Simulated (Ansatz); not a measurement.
# BSiCl (triplet): wave-function methods side by side, cc-pVDZ

One table from this session's results is given with a row withheld; the runs are named, their logs left out.

Computed with Ansatz 0.2.0, Gaussian basis. Level: cc-pVDZ, core rule «outside noble gas», up to 11 orbitals frozen.

Plan: UHF; CCSD(T) on ROHF; CCSD(T) on UHF; BCCD(T) on ROHF; CISD as a restricted active space (open shells left free, so some higher excitations enter); CCSDT(Q) on ROHF; CCSDT(Q) on UHF; CASSCF and MRCISD+Q, 12 electrons in 11 orbitals; CASSCF and NEVPT2, 12 electrons in 11 orbitals.

25 further runs of the same task are left out: 10 that didn't finish, 15 set aside as unsound or not needed. Runs told in other sessions of the task aren't counted.

### What is computed

The geometry is a PBE0/def2-TZVP stationary point (not a proven minimum).

3 atoms, charge 0, spin multiplicity 3.

Atoms are counted from 1 here; the program's logs count them from 0.

Bond lengths: B1–Si2 1.881 Å, B1–Cl3 1.690 Å. Angles: Si2–B1–Cl3 180.0°.

Set-up of the first run:

Contents of in.yaml:

```yaml
crystal:
  periodic: [false, false, false]
  atoms:
    - {symbol: B, position_ang: [0.000000, 0.000000, 0.063696]}
    - {symbol: Si, position_ang: [0.000000, 0.000000, -1.817242]}
    - {symbol: Cl, position_ang: [0.000000, 0.000000, 1.753546]}
basis:
  gaussian: {orbitals: cc-pVDZ}
magnetization: {spin_polarized: true, initial_magnetization: 2}
hamiltonian: {xc: hf}
output: {orbitals: {seedname: orbitals}}
```

On the command line:

```
$ ansatz run in.yaml --threads 1 --pin off --events-out ev --progress --plain --max-ram 2393MiB
```

Among the steps run: UHF; CCSD(T) on ROHF; CCSD(T) on UHF; BCCD(T) on ROHF; CISD as a restricted active space (open shells left free, so some higher excitations enter); CCSDT(Q) on ROHF; CCSDT(Q) on UHF; CASSCF and MRCISD+Q, 12 electrons in 11 orbitals; CASSCF and NEVPT2, 12 electrons in 11 orbitals.

One of the session's tables, all rows but one given; the rest of the session is left out.

| method | from UCCSDT(Q) (meV) |
| --- | --- |
| ROHF | +8519.0 |
| UHF | +8406.1 |
| RMP2 | +1274.5 |
| UMP2 | +1296.3 |
| CISD | +1201.1 |
| RCCSD | +361.1 |
| UCCSD | +357.2 |
| RCCSD(T) | +63.9 |
| UCCSD(T) | +64.5 |
| BCCD(T) | +61.8 |
| RCCSDT | +23.1 |
| UCCSDT | +22.6 |
| RCCSDT(Q) | ? |
| UCCSDT(Q) | 0 |
| CASSCF valence | +6415.4 |
| NEVPT2 valence | +1214.8 |
| MRCISD valence | +616.2 |
| MRCISD+Q valence | +43.0 |

**Question.** Estimate the row for RCCSDT(Q).

As computed: from UCCSDT(Q) (meV): +2.4. In the column «from UCCSDT(Q) (meV)» it lies between UCCSDT(Q) (0) and UCCSDT (+22.6).

With the free atoms at the same levels and basis (separate runs), the atomisation energy is 7.434 eV at UCCSDT(Q), 7.403 eV at RCCSD(T), 7.401 eV at UCCSD(T), 6.108 eV at ROHF.

Caveats from the session: Restricted and unrestricted rows rest on different reference determinants; a gap between their highest levels can come from leftover correlation error, from unlike frozen cores or from another state.
